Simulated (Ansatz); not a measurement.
# BSiH₆ (doublet): from Hartree-Fock to the top rungs at distance B1–H4 along a hydrogen transfer = 1.305 Å, cc-pVDZ

Aim: climb from Hartree-Fock through coupled cluster and multireference methods for BSiH₆ (doublet) at one geometry and basis, and see what each rung misses.

The runs use Ansatz 0.2.0, Gaussian basis; cc-pVDZ, core rule «outside noble gas», up to 6 orbitals frozen.

Plan: UHF; CCSD(T) on ROHF; CCSD(T) on UHF; BCCD(T) on ROHF; CISD; CCSDT(Q) on ROHF; CCSDT(Q) on UHF; CASSCF and MRCISD+Q, 3 electrons in 3 orbitals; CASSCF and NEVPT2, 3 electrons in 3 orbitals; CASSCF and MRCISD+Q, 9 electrons in 9 orbitals; CASSCF and NEVPT2, 9 electrons in 9 orbitals.

**1. The system**

The geometry derives from fragments relaxed apart (PBE0/def2-TZVP) and kept rigid, so it is no stationary point. A hydrogen atom is moved between rigid fragments.

8 atoms, charge 0, spin multiplicity 2.

Atoms are counted from 1 here; the program's logs count them from 0.

Bond lengths: B1–H2 1.193 Å, B1–H3 1.193 Å, B1–H4 1.305 Å, Si5–H6 1.486 Å, Si5–H7 1.486 Å, Si5–H8 1.486 Å. Angles: H2–B1–H3 120.0°, H2–B1–H4 120.0°, H3–B1–H4 120.0°, H6–Si5–H7 111.3°, H6–Si5–H8 111.3°, H7–Si5–H8 111.3°.

**2. UHF**

The input, in.yaml:

```yaml
crystal:
  periodic: [false, false, false]
  atoms:
    - {symbol: B, position_ang: [-2.397253, 0.000000, 0.000001]}
    - {symbol: H, position_ang: [-2.993987, 1.033572, 0.000000]}
    - {symbol: H, position_ang: [-2.993987, -1.033571, 0.000001]}
    - {symbol: H, position_ang: [-1.092253, 0.000000, 0.000000]}
    - {symbol: Si, position_ang: [1.018747, 0.000000, 0.000000]}
    - {symbol: H, position_ang: [1.468719, -1.416253, 0.000000]}
    - {symbol: H, position_ang: [1.468721, 0.708126, -1.226512]}
    - {symbol: H, position_ang: [1.468721, 0.708127, 1.226511]}
basis:
  gaussian: {orbitals: cc-pVDZ}
magnetization: {spin_polarized: true, initial_magnetization: 1}
hamiltonian: {xc: hf}
output: {orbitals: {seedname: orbitals}}
```

On the command line:

```console
$ ansatz run in.yaml --threads 1 --pin off --events-out ev --progress --plain --max-ram 3968MiB --backend cpu
```

The runs that follow: CCSD(T) on ROHF; CCSD(T) on UHF; BCCD(T) on ROHF; CISD; CCSDT(Q) on ROHF; CCSDT(Q) on UHF; CASSCF and MRCISD+Q, 3 electrons in 3 orbitals; CASSCF and NEVPT2, 3 electrons in 3 orbitals; CASSCF and MRCISD+Q, 9 electrons in 9 orbitals; CASSCF and NEVPT2, 9 electrons in 9 orbitals.

Q: Predict the results of all the runs planned. Wanted: UCCSDT(Q) below the RHF energy; RMP2 from UCCSDT(Q); UMP2 from UCCSDT(Q); RCCSD from UCCSDT(Q); RCCSD(T) from UCCSDT(Q); UCCSD(T) from UCCSDT(Q); RCCSDT(Q) from UCCSDT(Q); NEVPT2 pair from UCCSDT(Q); MRCISD+Q pair from UCCSDT(Q).

As calculated:

```
                         quantity                                                   value
   UCCSDT(Q) below the RHF energy                                              -6.9081 eV
              RMP2 from UCCSDT(Q)                                             +1547.6 meV
              UMP2 from UCCSDT(Q)                                             +1547.8 meV
             RCCSD from UCCSDT(Q)                                              +158.3 meV
          RCCSD(T) from UCCSDT(Q)                                               +33.4 meV
          UCCSD(T) from UCCSDT(Q)                                               +33.5 meV
         RCCSDT(Q) from UCCSDT(Q)                                                +0.3 meV
       NEVPT2 pair from UCCSDT(Q)                                             +1553.5 meV
     MRCISD+Q pair from UCCSDT(Q)                                               +48.7 meV
   NEVPT2 frontier from UCCSDT(Q)                                             +1458.6 meV
levels within 1 kcal/mol (43 meV)  RCCSD(T), UCCSD(T), BCCD(T), RCCSDT, UCCSDT, RCCSDT(Q)
                    T1 diagnostic                                                   0.015
```

In words: RCCSD(T) misses by +33.4 meV, 0.5 % of the correlation energy. Of the multireference levels listed MRCISD+Q pair comes nearest in total energy (+48.7 meV), which doesn't show that its space is the better one. These misses are within one basis, not against nature; the frozen cores of restricted and unrestricted runs differ, which can shift their rows.
